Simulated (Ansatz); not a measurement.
# C2H6O4: the cost of one run

Method: RKS PBE0-D4/def2-SVP, in Ansatz 0.2.0.

**1. The structure to begin with**

Bond lengths: C1–O2 1.396 Å, O2–C3 1.417 Å, C3–O4 1.462 Å, C3–O5 1.366 Å, C3–O6 1.414 Å, C1–H7 1.048 Å, C1–H8 1.102 Å, C1–H9 1.162 Å, O4–H10 0.930 Å, O5–H11 0.932 Å, O6–H12 0.949 Å. Angles (14 of 16 angles, heavy atoms first): C1–O2–C3 114.9°, O2–C3–O4 107.8°, O2–C3–O5 114.5°, O2–C3–O6 113.1°, O4–C3–O5 108.1°, O4–C3–O6 103.7°, O5–C3–O6 109.0°, O2–C1–H7 111.9°, O2–C1–H8 108.6°, O2–C1–H9 111.5°, C3–O4–H10 99.2°, C3–O5–H11 100.6°, C3–O6–H12 99.5°, H7–C1–H8 111.2°.

As a file:

```xyz
12

C    -0.3374   -0.9441    1.3963
O     0.5443   -0.8405    0.3194
C     0.2641    0.2153   -0.5827
O     1.3121    0.2224   -1.6018
O    -0.9417    0.1145   -1.2157
O     0.3677    1.4942    0.0116
H    -0.0875   -1.7390    2.0314
H    -1.3610   -1.0537    1.0034
H    -0.3517    0.0300    2.0303
H     1.8723    0.8667   -1.2334
H    -0.6716   -0.2025   -2.0495
H    -0.5324    1.7815   -0.0754
```

**2. End point A**

input.yaml

```yaml
crystal:
  periodic: [false, false, false]
  atoms:
    - { symbol: C, position_ang: [-0.3374, -0.9441, 1.3963] }
    - { symbol: O, position_ang: [0.5443, -0.8405, 0.3194] }
    - { symbol: C, position_ang: [0.2641, 0.2153, -0.5827] }
    - { symbol: O, position_ang: [1.3121, 0.2224, -1.6018] }
    - { symbol: O, position_ang: [-0.9417, 0.1145, -1.2157] }
    - { symbol: O, position_ang: [0.3677, 1.4942, 0.0116] }
    - { symbol: H, position_ang: [-0.0875, -1.739, 2.0314] }
    - { symbol: H, position_ang: [-1.361, -1.0537, 1.0034] }
    - { symbol: H, position_ang: [-0.3517, 0.03, 2.0303] }
    - { symbol: H, position_ang: [1.8723, 0.8667, -1.2334] }
    - { symbol: H, position_ang: [-0.6716, -0.2025, -2.0495] }
    - { symbol: H, position_ang: [-0.5324, 1.7815, -0.0754] }
basis:
  gaussian: { orbitals: def2-SVP }
hamiltonian:
  xc: pbe0
  dispersion: d4
relax:
  f_tol: 0.02
  max_steps: 50
output:
  orbitals: {}
```

Run with:

```
$ ansatz run input.yaml --threads 2 --pin off --max-ram 3072MiB --backend cpu --events-out ev --progress --plain --runs-dir out
```

Q: Estimate wall time and peak memory on 2 threads of Arm Neoverse N1, shared host.

About 45 s, with a peak of 0.27 GiB.
